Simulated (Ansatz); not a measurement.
System: 1T (CdI2-type) SnSe2. Method: r²SCAN+rVV10 (PAW; Ansatz, a first-principles code).

Run with plane-wave cutoff 600 eV, 12×12×6 k mesh (along the axes of the cell as run), scalar-relativistic PAW data made under PBE.

Computed at the level's own relaxed cell.

Elastic tensor (GPa, Voigt notation, ions relaxed):

```
  111.5    30.3    12.8    -1.1     0.0     0.0
   30.3   111.5    12.8     1.1     0.0     0.0
   12.8    12.8    27.8     0.0     0.0     0.0
   -1.1     1.1     0.0     9.1     0.0     0.0
    0.0     0.0     0.0     0.0     9.1    -1.1
    0.0     0.0     0.0     0.0    -1.1    40.6
```

Q: Work out the Voigt, Reuss and Hill averages of the bulk and shear moduli, Young's modulus and Poisson's ratio from the printed constants.

A: K_V = [C11 + C22 + C33 + 2(C12 + C13 + C23)]/9 = [250.8 + 2 × 55.9]/9 = 40.3 GPa. G_V = [250.8 − 55.9 + 3 × 58.8]/15 = 24.8 GPa. From the compliances S = C⁻¹, K_R = 24.7 and G_R = 14.8 GPa. Hill means: K = 32.5, G = 19.8 GPa. E = 9KG/(3K + G) = 49 GPa, ν = (3K − 2G)/(6K + 2G) = 0.25, K/G = 1.64.

Static lattice: no zero-point or thermal effects.
